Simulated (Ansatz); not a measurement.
Compare A (`CC[C@@H](C)[C@H](C)CC`) with its isomer B (`CCC(C)(CC)CC`).

Gas-phase electronic energies from Ansatz, PBE0-D4/def2-TZVP geometries. CCSD(T)/CBS is the MP2 limit (def2-TZVPP, def2-QZVPP) plus CCSD(T) − MP2 in def2-TZVPP, frozen cores. Functionals use def2-TZVPP. B3LYP here is the variant with VWN-RPA as its local correlation; programs differ in this. Each species was taken in one conformer, which may not be the lowest.

A:

```xyz
26

C     1.308   -2.317    0.782
C     1.063   -1.006    1.509
C    -0.149   -0.212    1.024
C    -0.321    1.036    1.880
C    -0.122    0.085   -0.486
C     1.084    0.912   -0.912
C    -1.432    0.718   -0.954
C    -1.636    0.680   -2.460
H     1.600   -2.162   -0.259
H     2.108   -2.887    1.262
H     0.410   -2.942    0.783
H     1.960   -0.377    1.450
H     0.921   -1.211    2.576
H    -1.032   -0.848    1.187
H    -1.224    1.593    1.623
H     0.532    1.713    1.775
H    -0.391    0.766    2.937
H    -0.051   -0.887   -0.992
H     1.111    1.039   -1.996
H     1.061    1.910   -0.466
H     2.024    0.439   -0.621
H    -2.265    0.195   -0.470
H    -1.483    1.757   -0.609
H    -2.607    1.096   -2.737
H    -1.595   -0.346   -2.836
H    -0.874    1.256   -2.990
```

B:

Z-matrix (Å, degrees):
```
C
C 1 1.519
H 1 1.093 2 111.9
H 1 1.092 2 112.1 3 -121.1
H 1 1.093 2 110.4 3 119.4
C 2 1.538 1 116.6 3 63.2
H 2 1.096 1 108.9 3 -60.1
H 2 1.096 1 109.1 3 -174.8
C 6 1.535 2 111.5 1 -54.8
C 6 1.538 2 106.6 1 -176.6
C 6 1.527 2 109.6 1 64.9
C 9 1.519 6 116.0 2 -59.5
H 9 1.095 6 108.3 2 177.3
H 9 1.095 6 108.3 2 63.7
C 10 1.520 6 116.6 2 176.3
H 10 1.096 6 108.6 2 52.9
H 10 1.097 6 107.5 2 -60.8
H 11 1.094 6 111.0 2 58.2
H 11 1.092 6 111.4 2 -62.2
H 11 1.092 6 111.4 2 178.5
H 12 1.093 9 111.9 6 -60.3
H 12 1.092 9 110.6 6 -180.0
H 12 1.093 9 111.9 6 60.4
H 15 1.093 10 110.4 6 177.3
H 15 1.092 10 112.1 6 57.8
H 15 1.093 10 111.9 6 -63.4
```

(1) Which is lower in electronic energy at CCSD(T)/CBS, and by how much? (Estimate.)

(2) Give E(B) − E(A) in kJ/mol with CCSD(T)/def2-SVP, MP2/def2-TZVPP, PBE0-D4, BLYP-D4, B3LYP, PBE-D4, LDA (SPW92). (Best estimate.)

Largest T1 diagnostic: 0.009.

## Answers

(1) Ansatz gave: B, by 3.1 kJ/mol.

(2) Ansatz gave: CCSD(T)/def2-SVP -2.7, MP2/def2-TZVPP -5.7, PBE0-D4 -1.0, BLYP-D4 -1.1, B3LYP 5.1, PBE-D4 -0.8, LDA (SPW92) -4.5. The order is the other way round with B3LYP.

In def2-TZVPP, CCSD(T) changes the Hartree–Fock value by −10.4 kJ/mol (the triples alone add −1.6 kJ/mol) and MP2 by −12.7 kJ/mol. The D4 term adds −5.8 kJ/mol with B3LYP and −3.2 kJ/mol with PBE0; it sums over pairs of atoms, weighted by their polarisabilities, and B3LYP, whose exchange is more repulsive, gets the larger term.
